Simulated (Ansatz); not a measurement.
Chalcopyrite ZnSnAs2, treated with rVV10 in Ansatz (plane waves, PAW).

Numerical settings: plane-wave cutoff 520 eV, 8×8×8 k mesh, Fermi–Dirac smearing 0.01 eV, scalar-relativistic PAW data made under PBE.

Energies at three volumes about the minimum:

```json
[
 {"V (Å³/atom)": "26.162", "E − E_lowest (meV/atom)": "1.83"},
 {"V (Å³/atom)": "26.696", "E − E_lowest (meV/atom)": "0.00"},
 {"V (Å³/atom)": "27.230", "E − E_lowest (meV/atom)": "1.66"}
]
```

Task: Fit a parabola by hand: where is the minimum, and what is the bulk modulus?

Result: Slopes: (0.00 − 1.83)/(26.696 − 26.162) = -3.427 and (1.66 − 0.00)/(27.230 − 26.696) = 3.109 meV/Å³. Curvature E″ = 2 × (3.109 − (-3.427))/(27.230 − 26.162) = 12.240 meV/Å⁶. From the middle of the first interval, the slope vanishes at V0 = 26.4290 − (-3.427)/12.240 = 26.709 Å³/atom. B = V0 E″ = 26.709 × 12.240 meV/Å³ × 0.1602 GPa per meV/Å³ = 52.4 GPa. The full Birch–Murnaghan fit to all volumes gives V0 = 26.699 Å³/atom and B0 = 52.2 GPa.

Shape and atoms are relaxed at each volume.

Note: the gap of the solid is closed in this run; the volume lies 7 % above that of the published cell; this level leaves the solid without a gap, although one is measured; the bulk modulus comes from volumes at which shape and atoms were relaxed.

Ansatz is a program for electronic structure.
